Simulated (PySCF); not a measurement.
## Calculated NMR parameters of HC≡CCF(CH3)2

| Item | Value |
| --- | --- |
| Formula | C5H7F |
| SMILES | C#CC(C)(C)F |
| Point group of the computed structure | Cs |
| Degrees of unsaturation | 2 |
| Carbon signals | 4 |
| Proton signals | 2 |

Numbering as in the mapped SMILES `[CH:1]#[C:2][C:3]([CH3:4])([CH3:5])[F:6]`; H(Xn) means a hydrogen on atom n.

PySCF calculation with PBE0-D3(BJ)/def2-TZVP geometry and shielding tensors at B97-2/pcSseg-2 (GIAO); no solvent, non-relativistic, one computed conformer, averaged over atoms made equivalent by symmetry, fast rotation or ring inversion.

Shifts are taken against calculated references (same method and geometry level): ¹H (σ = 31.64 ppm), ¹³C (σ = 185.38 ppm) against TMS; ¹⁹F (σ = 175.98 ppm) against CFCl3.

| carbon | δC, type | δH (multiplicity) | HMBC from (2–3 bonds) | span of the C tensor (ppm) |
| --- | --- | --- | --- | --- |
| C1 | 78.5, CH | 2.22 (s) | – | 187 |
| C2 | 89.4, C | – | H(C1), H(C4)/H(C5) | 313 |
| C3 | 91.1, C | – | H(C1), H(C4)/H(C5) | 87 |
| C4/C5 | 31.5, CH3 | 1.56 (m) | H(C4)/H(C5) | 47 |

Other nuclei:
| atoms | nucleus | environment | δ (ppm) | σ (ppm) |
| --- | --- | --- | --- | --- |
| F6 | ¹⁹F | fluorine on an sp3 carbon | -154.6 | 330.6 |

- Carbon types of the structure: 2 × C, 1 × CH, 2 × CH3, which accounts for all hydrogens.
- δC 91.1: propargylic fully substituted sp3 carbon bonded to F; deshielded by the electronegative neighbour.
- δC 89.4: alkyne carbon; the triple bond shields along its axis, which puts it between sp3 and sp2 carbons.
- δC 78.5: terminal alkyne carbon; sp carbons lie upfield of alkene carbons because the cylindrical π system leaves one tensor component strongly shielded.
- δC 31.5: methyl carbon; saturated and bonded to C and H only.
- δH 2.22: hydrogen on a terminal alkyne carbon; it lies on the axis of the triple bond, in its shielding cone.

Splittings by ¹⁹F in the carbon and heteronuclear signals aren't shown, as no couplings were computed. Shifts are as computed. Against solution values, carbons near 30 ppm lie about +3 ppm off and those near 130 ppm about +7 ppm. Of 1211 compounds with measured shifts, 218 miss one by over three times the rms of a fit or turn the order of signals round; such compounds aren't used in these exercises. Unscaled 19F shifts against computed CFCl3 carry errors that often reach 10 to 50 ppm. Multiplicities follow the n + 1 count of equivalent neighbours, as no J values were calculated; m marks all less simple cases, F and P coupling included.
